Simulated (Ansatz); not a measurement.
`C=C(O)SC` → `SC1COC1`  (isomerisation)

Computed with Ansatz on PBE0-D4/def2-TZVP structures; ΔE is electronic, products minus reactants. CCSD(T)/CBS adds triple-zeta CCSD(T) − MP2 to the extrapolated MP2 energy (def2 sets, frozen cores). DFT in def2-TZVPP. B3LYP here is the variant with VWN-RPA as its local correlation; programs differ in this. Each species was taken in one conformer, which may not be the lowest.

CCSD(T)/CBS gives +15.6 kcal/mol.

Question: Another level gave +16.7 kcal/mol. Which?
A. HF/def2-TZVPP
B. ωB97X-V/def2-TZVPP
C. PBE-D4/def2-TZVPP
D. B3LYP/def2-TZVPP

Answer: C. PBE-D4 16.7, HF/def2-TZVPP 14.0, B3LYP 18.0, ωB97X-V 11.9 kcal/mol.

Largest T1 diagnostic among the species: 0.012.

From PBE to PBE0 (25 % exact exchange), in def2-TZVPP and without D4, ΔE moves by −2.6 kcal/mol.
